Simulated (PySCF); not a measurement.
CHF + Cl₂ → CCl₂ + HF

Level: PBE0 in the def2-TZVP basis family, all electrons, no relativity, computed in PySCF with density fitting; open shells unrestricted.

```json
{"species": "CHF", "state and structure": "singlet, Cs, C–F 1.301 Å, C–H 1.126 Å; F–C–H 102.3°", "ZPE (kJ/mol)": "32.7", "H(298 K) − H(0) (kJ/mol)": "10.0", "S° (J/(mol K))": "223.1"}
{"species": "Cl₂", "state and structure": "singlet, D∞h, Cl–Cl 1.982 Å", "ZPE (kJ/mol)": "3.5", "H(298 K) − H(0) (kJ/mol)": "9.1", "S° (J/(mol K))": "222.5"}
{"species": "CCl₂", "state and structure": "singlet, C2v, C–Cl 1.708 Å (×2); Cl–C–Cl 109.5°", "ZPE (kJ/mol)": "11.2", "H(298 K) − H(0) (kJ/mol)": "11.4", "S° (J/(mol K))": "264.3"}
{"species": "HF", "state and structure": "singlet, C∞v, H–F 0.920 Å", "ZPE (kJ/mol)": "24.9", "H(298 K) − H(0) (kJ/mol)": "8.7", "S° (J/(mol K))": "173.6"}
```

Q: Is the gas-phase reaction uphill or downhill in electronic energy at this level, and by how much?

A: At PBE0/def2-TZVP, ΔE = -189.3 kJ/mol, downhill. Chlorination of this kind underlies dry etching.

Q: Add zero-point, thermal and entropy terms for 298.15 K and 1 bar.

A: ΔZPE = -0.1 and Δ[H(298) − H(0)] = 1.0 kJ/mol give ΔH° = -188.4 kJ/mol. ΔS° = -7.7 J/(mol K), so ΔG° = -188.4 − 298.15 × (-0.0077) = -186 kJ/mol.

Only the bonding shown was studied: isomers, or loss of a ligand pair, can lie lower.
